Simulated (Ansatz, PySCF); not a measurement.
Species: trichloroborane, BCl3, charge 0, multiplicity 1. 
Structure (B3LYP-D3(BJ)/def2-TZVP (Ansatz, a quantum-chemistry and plane-wave program) minimum search):
SMILES: ClB(Cl)Cl
```xyz
4

B      0.0000     0.0000     0.0000
Cl     0.0051     1.7450    -0.0247
Cl     1.5085    -0.8773    -0.0189
Cl    -1.5136    -0.8677     0.0437
```
Charge 0, spin multiplicity 1.


Quantity: enthalpy of formation at 298 K (from the atomisation energy, B3LYP-D3(BJ)/def2-TZVP harmonic zero-point and thermal terms from PySCF, and the atoms' enthalpies of formation in the G2/97 table, which holds older values for B and Si; no spin-orbit terms, and no core term in the frozen-core levels), in kcal/mol. Cores are frozen in the correlated levels unless marked. Open shells are spin-unrestricted. Spin-orbit coupling is left out. Non-relativistic. The coupled-cluster limit lacks core correlation, which all-electron functionals hold. CBS(X,Y): correlation extrapolated as X^-3; Hartree-Fock from the larger set. The bracket is a focal-point correction in the basis named.

Measured: -96.3 kcal/mol (G2/97 table in ASE (Curtiss et al.)); it holds spin-orbit and relativistic effects, which these rows lack, and core correlation, which the frozen-core levels lack. This is an older compilation, not checked against later work.

```csv
level,program,enthalpy of formation at 298 K (kcal/mol),error against measurement
TPSSh/def2-TZVPD,PySCF,-93.7,2.6
RPA@PBE/cc-pV(T+d)Z,Ansatz,-56.6,39.7
SCS-MP2/6-31G*,Ansatz,-80.4,15.9
SCS-MP2/aug-cc-pV(T+d)Z,Ansatz,-94.5,1.8
"RI-MP2/CBS(aug-cc-pV(T+d)Z,aug-cc-pV(Q+d)Z)+[CCSD(T)-MP2]/aug-cc-pV(D+d)Z",Ansatz,-97.0,-0.7
"RI-MP2/CBS(cc-pV(T+d)Z,cc-pV(Q+d)Z)+[CCSD(T)-MP2]/cc-pV(T+d)Z",Ansatz,-96.5,-0.2
"CCSD(T)/CBS(cc-pV(T+d)Z,cc-pV(Q+d)Z)",Ansatz,-97.2,-0.9
```
